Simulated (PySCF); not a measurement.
Gas-phase reaction: 2 Al(CH3)3 → 2 Al + C6H6 + 6 H2

Energies from PySCF, thermal terms from the rigid-rotor harmonic-oscillator model, ideal gas at 1 bar. † marks an energy on the PBE0/def2-TZVP geometry and frequencies; other levels use their own. CCSD(T) freezes the core. Open shells (unrestricted): Al (multiplicity 2); the rest are closed-shell singlets. Spin-orbit splitting is ignored; it lowers the true energy and changes the entropy of Al. B3LYP is the form with VWN-RPA correlation. CCSD(T) isn't extrapolated to the basis-set limit.

```tsv
level	ΔH°(298 K), kJ
B3LYP/def2-TZVP†	818
CCSD(T)/def2-SVP†	813
HF/def2-TZVP†	756
PBE/def2-TZVP†	(withheld)
PBE0/def2-TZVP	893
r2SCAN/def2-TZVP†	(withheld)
ωB97X-V/def2-TZVP†	(withheld)
```

### Question
Fill in the missing entries.

### Answer

- PBE/def2-TZVP†, ΔH°(298 K), kJ: 844
- r2SCAN/def2-TZVP†, ΔH°(298 K), kJ: 894
- ωB97X-V/def2-TZVP†, ΔH°(298 K), kJ: 925
